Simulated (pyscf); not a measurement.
This saddle point was located with ωB97X-D3(BJ)/def2-SVP in PySCF.

```xyz
6

N     -0.7266    -0.2827     0.7805
Si    -0.0914    -0.3710     2.2167
H     -0.7643    -0.4751    -0.6248
O     -1.6438    -0.1473    -1.3035
H     -1.7328     0.0453    -0.1648
H     -1.3735     0.6989    -1.6920
```
Charge 0, spin multiplicity 1.

Surface: singlet, charge 0. Lowest wavenumbers (cm⁻¹): 2230i, 98, 114, 524, 534.

### Question
What reaction is this the transition state of?

### Answer
HN=Si: (SMILES N=[Si]) [singlet] + H₂O (SMILES O) ⇌ HN=Si: (SMILES N=[Si]) [singlet] + H₂O (SMILES O), a four-centre exchange read from left to right: H–N, H–O broken and H–N, H–O formed. At CCSD(T)/def2-TZVPP + ΔMP2(QZVPP) it lies +53.0 kcal/mol from the left side and +53.0 kcal/mol from the right (each side as separated species at their lowest minima found). The reactants may also form a dative adduct at HN=Si: [singlet]; it and routes through it were not searched. The products may also form a dative adduct at HN=Si: [singlet]; it and routes through it were not searched. The same reactants have a lower exit, to HN=SiH–OH (barrier +41.8 kcal/mol at ωB97M-D3(BJ), against +50.3 kcal/mol here). One saddle was located; it need not be the lowest between these sides. The CCSD(T) − MP2 part came from Ansatz, without density fitting, on the same reference.
